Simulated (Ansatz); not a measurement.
**AlPN+ (quintet): the correlation ladder, def2-QZVPP**

The task here is to estimate one member of a computed series from the others.

Method: def2-QZVPP, core rule «outside noble gas», up to 11 orbitals frozen; program: Ansatz 0.2.0, Gaussian basis.

Plan: UHF; ROHF; CCSD(T) on UHF.

5 further runs of the same task are left out: 1 that didn't finish, 4 set aside as unsound or not needed. Runs told in other sessions of the task aren't counted.

## The system

The geometry is a PBE0/def2-TZVP stationary point (not a proven minimum) of the parent state, kept for this charge and spin.

3 atoms, charge 1, spin multiplicity 5.

Atoms are counted from 1 here; the program's logs count them from 0.

Bond lengths: N1–Al2 1.817 Å, Al2–P3 2.195 Å. Angles: N1–Al2–P3 180.0°.

Coordinates:

```
N     0.0000    0.0000   -1.9430
Al    0.0000    0.0000   -0.1262
P     0.0000    0.0000    2.0692
```

The first run:

in.yaml

```yaml
crystal:
  periodic: [false, false, false]
  atoms:
    - {symbol: N, position_ang: [0.000000, 0.000000, -1.943000]}
    - {symbol: Al, position_ang: [0.000000, 0.000000, -0.126200]}
    - {symbol: P, position_ang: [0.000000, 0.000000, 2.069200]}
basis:
  gaussian: {orbitals: "def2-QZVPP.json"}
total_charge: 1
magnetization: {spin_polarized: true, initial_magnetization: 4}
hamiltonian: {xc: hf}
output: {orbitals: {seedname: orbitals}}
```

The run is started by

```bash
> ansatz run in.yaml --threads 1 --pin off --events-out ev --progress --plain --max-ram 2393MiB
```

Steps of the session up to this table: UHF; ROHF; CCSD(T) on UHF.

One of the session's tables, all rows but one given; the rest of the session is left out.

| method | from UCCSD(T) (meV) |
| --- | --- |
| ROHF | +9341.7 |
| UHF | +9022.3 |
| UMP2 | ? |
| UCCSD | +391.5 |
| UCCSD(T) | 0 |

Estimate the missing values for UMP2.

The run gave: from UCCSD(T) (meV): +1399.3. In the column «from UCCSD(T) (meV)» it lies between UCCSD (+391.5) and UHF (+9022.3).
